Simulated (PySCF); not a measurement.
Isomers of C5H11S (doublet state), one GFN2-xTB conformer each. Single-point energies are computed at B3LYP/pcH-1 (PySCF, gas phase, no added dispersion term), electronic only. GFN2-xTB treats the open shell by occupation alone, and not every SCF solution was tested for stability.

```
         SMILES  GFN2-xTB relative energy (kJ/mol)
      CCC[CH]CS                                0.0
C[CH]C[C@H](C)S                                8.0
      CC[CH]CCS                               19.0
```

Conformers: `[CH3:1][CH2:2][CH2:3][CH:4][CH2:5][SH:6]` (doublet state) with C1–C2–C3–C4 180°, C2–C3–C4–C5 115°, C3–C4–C5–S6 -86°, C4–C5–S6–H 63°; `[CH3:1][CH:2][CH2:3][C@H:4]([CH3:5])[SH:6]` (doublet state) with C1–C2–C3–C4 -80°, C2–C3–C4–C5 -67°, C3–C4–S6–H 63°; `[CH3:1][CH2:2][CH:3][CH2:4][CH2:5][SH:6]` (doublet state) with C1–C2–C3–C4 169°, C2–C3–C4–C5 93°, C3–C4–C5–S6 177°, C4–C5–S6–H 61°.

What does B3LYP/pcH-1 give for the same structures?

| SMILES | B3LYP/pcH-1 E (Eh) | B3LYP/pcH-1 (kJ/mol) | GFN2-xTB (kJ/mol) | point group |
| --- | --- | --- | --- | --- |
| CCC[CH]CS | -595.32003 | 0.0 | 0.0 | C1 |
| C[CH]C[C@H](C)S | -595.31932 | 1.9 | 8.0 | C1 |
| CC[CH]CCS | -595.31839 | 4.3 | 19.0 | C1 |

Both levels put the same isomer lowest; measured from each level's own lowest isomer, the values differ by up to 14.7 kJ/mol (CC[CH]CCS: 19.0 against 4.3). Neighbours under 21 kJ/mol apart (CCC[CH]CS and C[CH]C[C@H](C)S; C[CH]C[C@H](C)S and CC[CH]CCS) can change places with a better method, another conformer or zero-point energy.
